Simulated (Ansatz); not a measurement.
# Energy on a grid of two coordinates

SiHF2 (SMILES F[SiH]F), doublet, PBE0-D4/def2-TZVP minimum:

```
4
angstrom
F 1.2744 0.6255 -0.4117
Si -0.0276 -0.2853 -0.3162
F -1.2828 0.6912 -0.2481
H 0.0359 -1.0314 0.9760
```

Rows set the bond length Si2–F3 (Å; 1.592 at the minimum), columns the bond length F1–Si2 (Å; 1.592), set in this order; the parts move rigidly, in a bend the first-named atom's side turns in the plane, and in a torsion the whole end group turns. CCSD(T) energies count from the value at that structure, in kcal/mol. Ansatz 0.2.0; basis: def2-TZVPP; cores frozen in the correlated methods; orbitals are unrestricted.

| Si2–F3 \ F1–Si2 | 1.433 | 1.479 | 1.547 | 1.627 | 1.714 | 1.809 | 1.910 |
| --- | --- | --- | --- | --- | --- | --- | --- |
| 1.369 | 46.57 | 38.66 | 32.64 | 31.66 | 35.43 | ? | 53.03 |
| 1.437 | 27.86 | ? | 14.22 | 13.42 | 17.38 | 25.08 | 35.31 |
| 1.537 | 15.54 | 7.92 | 2.30 | 1.75 | 5.95 | 13.90 | 24.35 |
| 1.653 | 14.98 | 7.53 | 2.14 | 1.86 | ? | 14.50 | 25.19 |
| 1.782 | 23.42 | ? | 10.98 | 10.94 | 15.64 | 24.07 | 34.99 |
| 1.922 | 37.37 | 30.23 | 25.28 | 25.47 | 30.40 | 39.05 | 50.17 |
| 2.069 | 53.64 | 46.63 | 41.85 | 42.24 | 47.35 | 56.20 | 67.49 |

Fill in the withheld cells. (To be estimated.)

The calculation gives: (1.369, 1.809): 42.96; (1.437, 1.479): 20.07; (1.653, 1.714): 6.31; (1.782, 1.479): 16.14 kcal/mol. These count from the CCSD(T) energy at the PBE0-D4 minimum.

The same grid for a cheaper method: r2SCAN-D4 − CCSD(T), both counted from the minimum, in kcal/mol:
```
Si2–F3 \ F1–Si2  1.433  1.479  1.547  1.627  1.714  1.809  1.910
          1.369  -0.36  -0.27  -0.23  -0.32  -0.55  -0.94  -1.46
          1.437  -0.13  -0.04  -0.01  -0.10  -0.34  -0.74  -1.27
          1.537  -0.02   0.07   0.09  -0.01  -0.26  -0.67  -1.22
          1.653  -0.17  -0.09  -0.08  -0.19  -0.46  -0.87  -1.44
          1.782  -0.62  -0.55  -0.55  -0.67  -0.95  -1.38  -1.96
          1.922  -1.35  -1.29  -1.30  -1.44  -1.73  -2.18  -2.76
          2.069  -2.28  -2.23  -2.25  -2.40  -2.71  -3.16  -3.76
```

The T1 diagnostic stays at or below 0.022. ⟨S²⟩ of the unrestricted Hartree–Fock references: 0.75 to 0.76 (a pure state has 0.75).

For scale, one of the runs: CCSD(T)/def2-TZVPP, 118 basis functions (an equivalent command: `ansatz run in.yaml --threads 2`). Time: 25 s of wall clock on 2 CPU threads; the host was shared. Peak host memory: 1.2 GiB.
